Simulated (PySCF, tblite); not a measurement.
sulfuric acid and water

A gas-phase complex of sulfuric acid and water; neutral, singlet. The structure comes from a short search (6 tight-binding starts) and was relaxed by PBE0-D3(BJ)/def2-SVPD; another way of binding may lie lower. Frequencies by PBE0-D3(BJ)/def2-SVPD show no clear imaginary mode.

```json
{"part": "1", "name": "sulfuric acid", "SMILES": "O=S(=O)(O)O", "atoms": "1–7", "charge": "0", "multiplicity": "1"}
{"part": "2", "name": "water", "SMILES": "O", "atoms": "8–10", "charge": "0", "multiplicity": "1"}
```

Coordinates in Å:
```
O1      1.356   -0.527    0.265
S2      0.093    0.424    0.288
O3     -0.497    0.343    1.603
O4      0.443    1.686   -0.343
O5     -0.908   -0.289   -0.758
H6      1.995   -0.192   -0.440
H7     -1.403   -0.976   -0.289
O8      2.761    0.690   -1.550
H9      2.158    1.448   -1.473
H10     3.645    1.020   -1.366
```

Contacts between parts, classed by geometry: H6···O8 1.611 Å (hydrogen bond, 165°); H9···O4 2.067 Å (hydrogen bond, 130°).

Interaction energies are complex less parts, with the parts frozen as they stand in it; counterpoise-corrected, in kcal/mol (PySCF).

**Question.** Give the interaction energy at each level run.

**Answer.** 
```
                 level  interaction  superposition error removed
wB97M-D3(BJ)/def2-SVPD       -14.36                        -1.06
 PBE0-D3(BJ)/def2-SVPD       -15.09                        -1.12
```

**Question.** What holds them together? Decompose the wB97M-D3(BJ)/def2-SVPD energy: frozen parts, their antisymmetrised product, then relaxation.

**Answer.** electrostatic -25.7, Pauli repulsion +27.3, orbital relaxation -15.2, dispersion correction -1.8 kcal/mol, which sum to the value before the counterpoise correction; the Pauli term holds the exchange-correlation of the frozen density too. Of the attraction, 60 % is electrostatic, 36 % is orbital relaxation, 4 % is dispersion correction.

The parts were also relaxed and run alone, at the levels used for the complex: vibrations by PBE0-D3(BJ)/def2-SVPD; shieldings by PBE0/pcSseg-2; core levels by delta-SCF with SCAN, pcX-2 on the ionised atom and pcseg-1 elsewhere, spin-free X2C.

Values alone: O1–H6 bond (Å): 0.969; stretch carried by H6 (cm⁻¹, harmonic): 3811, 3817; its infrared intensity (km/mol): 236, 59; shielding of H6 (ppm): 26.00; shielding of O8 (ppm): 328.9; shielding of H9 (ppm): 30.85; shielding of O4 (ppm): 96.6; O1 1s core level (eV): 540.81; O4 1s core level (eV): 539.13; O8 1s core level (eV): 539.76.

**Question.** What does binding change?

**Answer.** 
```
                              property       alone  in the complex              change
                        O1–H6 bond (Å)       0.969           1.009              +0.040
stretch carried by H6 (cm⁻¹, harmonic)  3811, 3817            3033  -781 from the mean
       its infrared intensity (km/mol)     236, 59            1499                    
                 shielding of H6 (ppm)       26.00           18.55               -7.45
                 shielding of O8 (ppm)       328.9           304.0               -24.9
                 shielding of H9 (ppm)       30.85           27.37               -3.48
                 shielding of O4 (ppm)        96.6           106.1                +9.5
                 O1 1s core level (eV)      540.81          539.85               -0.96
                 O4 1s core level (eV)      539.13          538.80               -0.33
                 O8 1s core level (eV)      539.76          540.63               +0.87
```

Density functionals tend to overstate the lengthening and the red shift of so strongly bound an X–H bond.

**Question.** What are the binding energy from relaxed parts (wB97M-D3(BJ)/def2-SVPD), and ΔH and ΔG of association at 298.15 K and 1 atm?

**Answer.** -12.73 kcal/mol, -10.56 with zero-point energy; ΔH -11.3 and ΔG -2.0 kcal/mol, from harmonic vibrations by PBE0-D3(BJ)/def2-SVPD with low modes damped.
